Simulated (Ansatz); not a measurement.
Results of PBE-D3(BJ) (plane waves, PAW; Ansatz, an electronic-structure program) for rock-salt ZrC.

Numerical settings: plane-wave cutoff 520 eV, 16×16×16 k mesh, Fermi–Dirac smearing 0.1 eV, perturbation theory, scalar-relativistic PAW data made under PBE.

Computed at the level's own relaxed cell.

```xyz
2
Lattice="0.0000 2.3365 2.3365 2.3365 0.0000 2.3365 2.3365 2.3365 0.0000" Properties=species:S:1:pos:R:3 pbc="T T T"
Zr     0.0000     0.0000     0.0000
C      2.3365     2.3365     2.3365
```

Harmonic phonon frequencies (cm⁻¹; i marks an imaginary mode):

```csv
q point,frequencies
Γ,?
X,214 214 270 470 470 548
U,210 257 265 501 544 582
```

Problem. Some entries are withheld; supply them.

Solution. 
- Γ, frequencies: 0 0 0 440 440 440

No imaginary mode appears at these points.

Note: the dispersion coefficients are held fixed in the derivatives.
